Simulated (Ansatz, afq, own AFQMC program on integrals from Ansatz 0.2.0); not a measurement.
## Atomization energy of Al2H, quartet, worked out

```yaml
atoms:
  - { symbol: Al, position_ang: [0.0000, 0.0000, 0.2591] }
  - { symbol: Al, position_ang: [0.0000, 0.0000, -2.1014] }
  - { symbol: H, position_ang: [0.0000, 0.0000, 1.8423] }
```

Connectivity, by distances: AlH–Al.

Basis cc-pVDZ. Only valence electrons are correlated. AFQMC by an in-house program on the Cholesky factors that Ansatz 0.2.0 writes for its CCSD(T) run. The CISD trial takes its coefficients from CCSD amplitudes. Released means that phaseless walkers are propagated on without the constraint, phases kept. ± is one standard error of the sampling.

Total energies in eV. CBS is CCSD(T) at the limit of def2-TZVPP/QZVPP (extrapolated itself); the highest rung of each member is named.

Cautions: Al₂H (quartet): another spin lies lower.

```csv
member,count,CCSD(T)/cc-pVDZ,highest rung in cc-pVDZ,which,CCSD(T)/CBS
Al (doublet),+2,-6583.0131,-6583.0229,FCI,-6583.4221
H (doublet),+1,-13.5861,-13.5861,FCI,-13.6059
"Al₂H, quartet",-1,-13182.7226,-13182.7743,CCSDT(Q),-13184.1039
```

Task: Work out the best estimate of the atomization energy: the CCSD(T)/CBS difference plus the step from CCSD(T) to the highest rung.

Result: Sums with the counts: CCSD(T)/CBS 3.6538 eV, highest rung 3.1424 eV, CCSD(T)/cc-pVDZ 3.1103 eV. The step is 3.1424 − 3.1103 = 0.0321 eV, so the best estimate is 3.6538 + (0.0321) = 3.6859 eV. The basis set is worth 0.543 eV of it. Zero-point, core-correlation and spin–orbit terms aren't in it. Past Ne the Hartree–Fock part of each CBS total tends to overshoot, since the cores don't follow the formula; that largely cancels in the difference.

Best estimates are given only where the step beyond CCSD(T) is under 0.3 eV and no member's determinant is very poor (T1 over 0.05, or 0.07 for open shells, ⟨S²⟩ too high by 0.3, two states mixed), so the hardest cases are missing from such tables.

CCSDT and higher add their correlation energy to the determinant of the CCSD(T) run, since their own runs factorise the integrals more tightly (a shift of under 2 meV). Each member of a difference takes its own highest rung, so a best estimate needn't equal the limit plus the step of one row.
